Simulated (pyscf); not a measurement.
## Hydrogen abstraction: H₂C=C=CH₂ (SMILES C=C=C) + H• (SMILES [H]) → •HC=C=CH₂ (SMILES [CH]=C=C) + H₂ (SMILES [H][H])

Gas phase, doublet surface, charge 0. Bonds broken: C1–H5. Bonds formed: H4–H5. Optimised with ωB97X-D3(BJ)/def2-SVP in PySCF.

Transition state (Å):

```xyz
8

C      0.6045     0.2305     0.3336
C     -0.4413    -0.4337     0.6869
C     -1.5521    -1.0879     0.9815
H      0.4975     1.4179    -1.6060
H      0.5201     0.9130    -0.7945
H      1.5848     0.3476     0.7984
H     -1.7065    -2.1161     0.6387
H     -2.3348    -0.6212     1.5884
```

One imaginary mode, 1595i cm⁻¹; descent along it reached the two sides named.

```tsv
bond	change	reactant side (Å)	saddle	product side
C1–H5	breaks	1.095	1.321	3.1
H4–H5	forms	3.2	0.956	0.761
```

Electronic energies relative to the separated reactants (eV):

```csv
level,barrier,reaction energy,reverse barrier
ωB97X-D3(BJ)/def2-TZVP,0.50,-0.41,0.91
PBE/def2-TZVP,0.18,-0.38,0.56
r²SCAN/def2-TZVP,0.13,-0.59,0.72
B3LYP-D3(BJ)/def2-TZVP,0.21,-0.56,0.77
PBE0-D3(BJ)/def2-TZVP,0.33,-0.37,0.70
M06-2X/def2-TZVP,0.54,-0.41,0.95
ωB97M-D3(BJ)/def2-TZVP,0.49,-0.42,0.90
HF/def2-TZVP,0.83,-0.56,1.40
```

With ωB97M-D3(BJ)/def2-TZVP energies and thermal terms (ideal gas, 1 atm, RRHO with modes under 100 cm⁻¹ raised to 100, one conformer, R ln 2 for chiral ones without a mode under 150 cm⁻¹), in eV:

```csv
T (K),ΔH‡,ΔG‡,ΔH,ΔG
298,0.37,0.62,-0.49,-0.57
600,0.36,0.88,-0.47,-0.67
900,0.36,1.15,-0.47,-0.76
1200,0.36,1.41,-0.49,-0.86
```

This is the saddle that the search found; another between the same sides may lie lower. The angle at the transferred H is 178°.
